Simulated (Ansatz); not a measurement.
System: rock-salt HfC. Method: HSE06 (plane waves, PAW; Ansatz, a program for electronic structure).

Run with plane-wave cutoff 500 eV, 10×10×10 k mesh, Fermi–Dirac smearing 0.05 eV, scalar-relativistic PAW data made under PBE.

Computed at the level's own relaxed cell.

Predict the volume per atom and equilibrium lattice constant a.


- volume per atom: 12.50 Å³/atom
- equilibrium lattice constant a: 4.642 Å

Measured, for comparison: equilibrium volume per atom 12.47 Å³/atom, lattice constant a 4.638 Å (temperature not stated, not corrected to a static lattice; as tabulated in Zhang et al. (2018), doi:10.1088/1367-2630/aac7f0). Computed (rounded) less measured: equilibrium volume per atom +0.2 %, lattice constant a +0.1 %.

Note: exact exchange on metals is sensitive to the k mesh and can open a false gap.

Spin–orbit coupling is not included.

Computed values are for the static lattice.
